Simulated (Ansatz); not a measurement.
Saddle point of AlNH$_{6}$S, closed shell (AlH₃S ([AlH2][SH]) + NH₃ → AlNH₄ ([NH2][AlH2]) + H₂S (still joined by a long Al–S bond); bonds formed: S2–H5; dative contacts that become bonds: Al1–N6; bonds broken: H5–N6; bonds weakened to dative contacts: Al1–S2), PBE0-D4/def2-TZVP structure:

Al1  (-0.792, -0.112, -0.640)
S2  (1.020, 1.637, -0.431)
H3  (-0.333, -1.000, -1.875)
H4  (-2.136, 0.728, -0.582)
H5  (0.828, 0.655, 0.621)
N6  (-0.157, -0.680, 1.013)
H7  (1.940, 0.876, -1.048)
H8  (0.345, -1.554, 1.097)
H9  (-0.714, -0.551, 1.846)
(Å)

Energies are electronic, without zero-point energy. Barriers and step energies count from the start structure reached by relaxing down the imaginary mode; all methods use the PBE0-D4 structures, on which another method's saddle can fall below an end. Ansatz 0.2.0; basis: def2-TZVPP, with def2-QZVPP for the basis limit; cores frozen in the correlated methods. B3LYP uses VWN-RPA correlation. Extrapolation: Hartree–Fock as exp(−7.88 √X), correlation as X^−2.97.

| method | barrier (kJ/mol) | step energy (kJ/mol) |
| --- | --- | --- |
| SPW92 | ? | 108.0 |
| PBE-D4 | 106.9 | 105.8 |
| BLYP-D4 | 108.0 | 97.4 |
| r2SCAN-D4 | 117.9 | 110.6 |
| B97M-V | 128.8 | 111.8 |
| PBE0-D4 | ? | 112.4 |
| B3LYP-D4 | 120.4 | 103.4 |
| r2SCAN0-D4 | 128.2 | 114.5 |
| BHLYP-D4 | 137.5 | 110.1 |
| CAM-B3LYP-D4 | 125.6 | 104.5 |
| wB97X-V | 130.4 | 108.6 |
| wB97M-V | 128.5 | 107.3 |
| B2PLYP | ? | 106.3 |
| PBE-QIDH | 131.6 | 115.6 |
| RPA on PBE | 126.2 | 103.6 |
| HF | 167.3 | 115.2 |
| MP2 | 128.0 | 110.9 |
| CCSD | 137.5 | 109.8 |
| CCSD(T) | 131.2 | 109.5 |

(1) Fill in the withheld barriers. (An estimate is asked for; the value comes from the calculation.)

The T1 diagnostic stays at or below 0.011.

## Answers

(1) The calculation gives: PBE0-D4 122.1; SPW92 96.0; B2PLYP 125.8 kJ/mol. Each is the energy of the saddle less that of the start structure, by the same method.

For comparison, the barrier by CCSD(T) at an estimated basis limit (MP2 extrapolated from triple and quadruple zeta, plus CCSD(T) − MP2 in triple zeta) is 130.9 kJ/mol.

Labels in which every atom is bracketed show which atoms are joined, not bond orders.

For scale, one of the runs: CCSD(T)/def2-TZVPP, 199 basis functions, launched by `ansatz run in.yaml --threads 2 --pin off --events-out ev --progress --plain --max-ram 4352MiB`. Time: 44 s of wall clock on 2 CPU threads of an Arm Neoverse V1; the host was shared. Peak host memory: 2.2 GiB.
